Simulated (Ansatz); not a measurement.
Isomers

Structures of CH2NSi (charge +1), closed shell, relaxed at PBE0-D4/def2-TZVP (vibrations not checked; lower isomers may exist, and structures with a doubtful reference or unclear bonds are left out). Ansatz 0.2.0; basis: def2-TZVPP; cores frozen in the correlated methods. B3LYP uses VWN-RPA correlation.

Problem. Rank them by CCSD(T) energy, lowest first, and give each one's height above the lowest. Links in brackets join atoms within 1.22 times the sum of their covalent radii (1.1 for two metals). (An estimate is asked for; the value comes from the calculation.)
A.
CH₂NSi ([CH][N][SiH]), total charge +1
```
5
angstrom
C 1.1805 0.4222 0.2274
Si -1.6579 -0.6213 0.4172
N 0.1074 0.0321 0.1842
H -1.7760 -0.6063 -1.0905
H 2.1937 0.7907 0.2618
```
B.
CH₂NSi ([CH]1[NH][Si]1), total charge +1
```
5
angstrom
C -0.2016 0.3044 -0.7578
Si 0.6523 -0.3411 0.7782
N -0.1478 1.1670 0.1859
H -0.6359 0.4079 -1.7497
H -0.4888 2.1294 0.2330
```
C.
CH₂NSi ([CH2][N][Si]), total charge +1
```
5
angstrom
C -0.1425 -0.4131 -0.7125
Si -1.1753 0.2209 1.9040
N -0.5940 -0.1353 0.4317
H -0.7982 -0.8093 -1.4933
H 0.9149 -0.2643 -0.9495
```

Solution. By the calculation: C (0.000 eV), B (0.357 eV), A (0.786 eV). Heights count from the lowest.

Problem. Do PBE-D4, r2SCAN-D4, PBE0-D4, B3LYP-D4, wB97M-V, HF, MP2 give the same order? (A judgement: the text doesn't fix the answer.)

Solution. Computed: All do.

T1 diagnostic: at most 0.020. The restricted Hartree–Fock reference is unstable towards an unrestricted one at one or more of these structures.

For scale, one of the runs: CCSD(T)/def2-TZVPP, 132 basis functions, launched by `ansatz run in.yaml --threads 2 --pin off --events-out ev --progress --plain --max-ram 4352MiB`. Time: 4.8 s of wall clock on 2 CPU threads of an Arm Neoverse V2; the host was shared. Peak host memory: 0.63 GiB.
